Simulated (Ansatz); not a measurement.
**Predicting a hybrid from its neighbours: C2H4Cl2 (1,2-dichloroethane)**

C2H4Cl2: 8 atoms, total charge 0, spin state singlet. As SMILES, `ClCCCl`. Geometry: relaxed at PBE0-D4/def2-TZVP. This is one conformer, not always the lowest.

The vertical ionisation energy (to the doublet cation) y, in eV, basis 6-31G(d); a is the functional's share of exact exchange. Programs: Ansatz 0.2.0.

```
functional  program     a  y (eV)
      BLYP   Ansatz     0    9.98
       PBE   Ansatz     0   10.16
     B3LYP   Ansatz   0.2   10.57
      PBE0   Ansatz  0.25   10.69
   r2SCAN0   Ansatz  0.25       ?
     BHLYP   Ansatz   0.5   11.00
```

**Question.** Fit y = c + s·a to the known rows and predict r2SCAN0.

**Answer.** 
1. Means of the 5 rows: a = 0.1900, y = 10.480.
2. Σ(Δa)² = 0.172, Σ(Δa·Δy) = 0.3305, so the slope is 0.3305/0.172 = 1.9215.
3. Intercept: 10.480 − (1.9215) × 0.1900 = 10.115. The largest residual of the fit is 0.13.
4. r2SCAN0: 10.115 + (1.9215) × 0.25 = 10.60 eV.

The run gave 10.86 eV, so the prediction is off by -0.26 eV, more than the scatter of the fit. The rows mix families of semi-local functionals, which the line can't see.
